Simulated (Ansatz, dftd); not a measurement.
Reaction: C2H5NO (SMILES CC(N)=O) → CH2NO (SMILES N[C]=O, doublet) + CH3 (SMILES [CH3], doublet) (the C-C bond breaks)
Each species at its own B3LYP-D3(BJ)/def2-TZVP minimum (Ansatz, a quantum-chemistry and plane-wave program), one conformer.

Wanted: bond dissociation energy (electronic), in kcal/mol. Radicals and triplets start from unrestricted determinants; spin-orbit coupling is neglected. Correlated methods leave the cores frozen. Rows without X2C or -DK are non-relativistic. CBS(X,Y): correlation extrapolated as X^-3, Hartree-Fock from the larger set. A bracket is a step between two methods taken in the basis named. Functionals run without relativity, which enters their misses. Double hybrids freeze cores in their MP2 part. '+ core + X2C': CCSD(T) terms for core correlation (cc-pwCVTZ) and scalar relativity (cc-pVTZ-DK).

```tsv
level	program	bond dissociation energy (kcal/mol)	difference against the last row
HF/cc-pVDZ	Ansatz	67.6	-25.6
PBE-D3(BJ)/def2-TZVPD	Ansatz + dftd3	90.6	-2.6
PBE-D4/def2-TZVPD	Ansatz + dftd4	90.6	-2.6
r2SCAN-D3(BJ)/def2-TZVPD	Ansatz + dftd3	86.1	-7.1
CAM-B3LYP-D3(BJ)/def2-TZVPD	Ansatz + dftd3	89.6	-3.6
wB97X-V/def2-TZVPD	Ansatz	93.2	0.0
B2GP-PLYP/def2-TZVPD	Ansatz	89.7	-3.5
MP2/cc-pVQZ	Ansatz	96.2	3.0
CCSD/cc-pVTZ	Ansatz	89.3	-3.9
CCSD(T)/cc-pVQZ	Ansatz	92.2	-1.0
CCSD(T)/CBS(cc-pVTZ,cc-pVQZ) + core + X2C	Ansatz	93.4	0.2
CCSDT(Q)/cc-pVDZ	Ansatz	87.9	-5.3
CCSD(T)/CBS(cc-pVTZ,cc-pVQZ) + [CCSDT(Q) - CCSD(T)]/cc-pVDZ + core + X2C	Ansatz	93.2	0.0
```
